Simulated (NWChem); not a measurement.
# Atomisation of hydrogen chloride (HCl)

SMILES: Cl
```xyz
2

Cl     0.0000     0.0000     0.0714
H      0.0000     0.0000    -1.2138
```
Charge 0, spin multiplicity 1.

All runs are NWChem calculations. All single points use one geometry, from PBE0/def2-SVP, a minimum by its harmonic frequencies.

Basis set: def2-TZVP. The atomisation energy is electronic alone: no zero-point, thermal, spin-orbit or counterpoise terms. No value is extrapolated to the basis-set limit. Free atoms are single determinants with multiplicities Cl 2, H 2. Correlated methods freeze the same cores in atoms and molecule, 5 orbitals in all.

The correlated methods keep 5 core orbitals frozen. The stability of the SCF solutions was not checked. Open-shell Hartree-Fock references start from PBE0 orbitals.

### Question
One of these methods gave an atomisation energy of 76.1 kcal/mol. Which?
(A) BP86
(B) MP2
(C) HF
(D) PBE0

### Answer
C, HF. The others give 104.1 (PBE0), 108.1 (BP86), 102.0 (MP2).
